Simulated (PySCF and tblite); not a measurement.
Results of a calculation; reference values are marked as such.
## Rotation: stationary points, barriers and rates

System: C₄H₇NO, numbered as in [CH3:1][NH:2]/[CH:3]=[CH:4]/[CH:5]=[O:6].

Motion: rotation about the C4–C5 bond (torsion C3–C4–C5–O6 from 0° to 180°, rising). Geometries: PBE0-D3(BJ)/def2-SVP; energies: PBE0/pcSseg-1 + D3(BJ); zero-point and thermal terms from GFN2-xTB harmonic modes (soft modes blended into free rotors). Rate constants are transition-state-theory values, counting equivalent paths, without tunnelling. (PySCF 2.14 with density fitting, tblite 0.8.)

| point | symmetry | E(GFN2) kcal/mol | E(DFT) kcal/mol | ZPE change kcal/mol | lowest mode cm⁻¹ | dipole D |
| --- | --- | --- | --- | --- | --- | --- |
| start | Cs | 0.0 | 0.0 | 0.00 | 38 | 5.67 |
| saddle | C1 | 12.6 | 15.6 | -0.72 | 312i | 4.10 |
| end | C1 | 0.4 | 0.2 | -0.10 | 36 | 6.94 |

| Item | Value |
| --- | --- |
| Electronic barrier | 15.6 kcal/mol |
| Barrier with zero-point energy | 14.8 kcal/mol |
| ΔH‡ (298 K) | 14.5 kcal/mol |
| ΔS‡ (298 K, symmetry apart) | -2.4 cal/(mol K) |
| Paths | 2 equivalent paths |
| End point | a different minimum |
| Mean lifetime of the start against this motion at 298 K | 11 ms |
| Cost | 3.1 min on 1 thread of Arm Neoverse V2, on a host shared with other jobs (rough), peak memory 0.67 GiB, launched as `OMP_NUM_THREADS=1 python ens_run.py task.json out` |

```
T/K  ΔG‡ kcal/mol    k s⁻¹  ΔG kcal/mol  k back s⁻¹
150          15.0  9×10⁻¹⁰          0.1     6×10⁻¹⁰
200          15.1  0.00029          0.1     0.00019
250          15.1     0.61          0.1        0.38
298          15.2       87          0.1          53
350          15.3     4020          0.1        2410
400          15.4  6.4×10⁴          0.1     3.8×10⁴
500          15.6  3.1×10⁶          0.2     1.8×10⁶
```

ΔG and ΔG‡ leave out symmetry numbers and mirror images; rates count paths: 2 out, 1 back.
